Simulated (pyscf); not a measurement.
AsH [triplet] + water (H₂O) → HO–AsH• + H atom (H•), a substitution at O (triplet surface; H–O broken, As–O formed). Single points on ωB97X-D3(BJ)/def2-SVP structures (PySCF, gas phase). Correlated levels are frozen-core, on RHF or UHF. ΔMP2 is the change of the MP2 total energy from the triple- to the quadruple-zeta basis. Energies in kJ/mol from the separated reactants.

Small-basis levels: PySCF, no dispersion term, spherical d functions. Open shells are spin-unrestricted. 

**Question.** In single points MP2/6-31G*+LANL2DZ puts the saddle at 242.6 kJ/mol and the reaction energy at +170.1 kJ/mol. Should these be trusted to within a few kcal/mol? Compare with CCSD(T)/def2-TZVPP + ΔMP2(QZVPP).

**Answer.** CCSD(T)/def2-TZVPP + ΔMP2(QZVPP) gives ΔE‡ = 233.0 kJ/mol and ΔE = +189.1 kJ/mol. MP2/6-31G*+LANL2DZ lies 9.6 kJ/mol over it in the barrier and 19.1 kJ/mol under it in the reaction energy, so on this step it does not hold to within 12.6 kJ/mol. CCSD(T)/def2-TZVPP + ΔMP2(QZVPP) has limits of its own. HO–AsH• + H• also meet on a surface of lower spin, which isn't treated here. One saddle was located; it need not be the lowest between these sides. The angle at the attacked O is 151°. The CCSD(T) − MP2 part came from Ansatz, without density fitting, on the same reference. The frozen core leaves the outer d or s,p core shells of the metals and heavy elements correlated in the MP2 and CC values, and def2-TZVPP describes them poorly, which can shift differences by a few kcal/mol. In the def2 sets elements up to Kr have no core potential.
